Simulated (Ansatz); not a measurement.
MgSiP₂, treated with LDA (Ansatz, a quantum-chemistry and plane-wave program, PAW).

Numerical settings: plane-wave cutoff 520 eV, 8×8×8 k mesh, Fermi–Dirac smearing 0.01 eV, scalar-relativistic PAW data made under PBE.

Starting structure:

```yaml
crystal:
  lattice:
    - [-2.86045, 2.86045, 5.04750]
    - [2.86045, -2.86045, 5.04750]
    - [2.86045, 2.86045, -5.04750]
  atoms:
    - { symbol: Mg, position: [0.00000, 0.00000, 0.00000] }
    - { symbol: Mg, position: [0.75000, 0.25000, 0.50000] }
    - { symbol: Si, position: [0.50000, 0.50000, 0.00000] }
    - { symbol: Si, position: [0.25000, 0.75000, 0.50000] }
    - { symbol: P, position: [0.87500, 0.85600, 0.48100] }
    - { symbol: P, position: [0.14400, 0.62500, 0.01900] }
    - { symbol: P, position: [0.37500, 0.39400, 0.51900] }
    - { symbol: P, position: [0.60600, 0.12500, 0.98100] }
```

Q: Into what structure does the relaxation of cell and atoms lead at this level, with the symmetry of the start kept?

A: The volume drops by 1.9 %; final space group I-42d.
```yaml
crystal:
  lattice:
    - [-2.83989, 2.83989, 5.02604]
    - [2.83989, -2.83989, 5.02604]
    - [2.83989, 2.83989, -5.02604]
  atoms:
    - { symbol: Mg, position: [0.00000, 0.00000, 0.00000] }
    - { symbol: Mg, position: [0.75000, 0.25000, 0.50000] }
    - { symbol: Si, position: [0.50000, 0.50000, 0.00000] }
    - { symbol: Si, position: [0.25000, 0.75000, 0.50000] }
    - { symbol: P, position: [0.87500, 0.83361, 0.45861] }
    - { symbol: P, position: [0.16639, 0.62500, 0.04139] }
    - { symbol: P, position: [0.37500, 0.41639, 0.54139] }
    - { symbol: P, position: [0.58361, 0.12500, 0.95861] }
```

Note: the relaxation could not lower the start's symmetry, so the cell can be a saddle point above a distorted one.
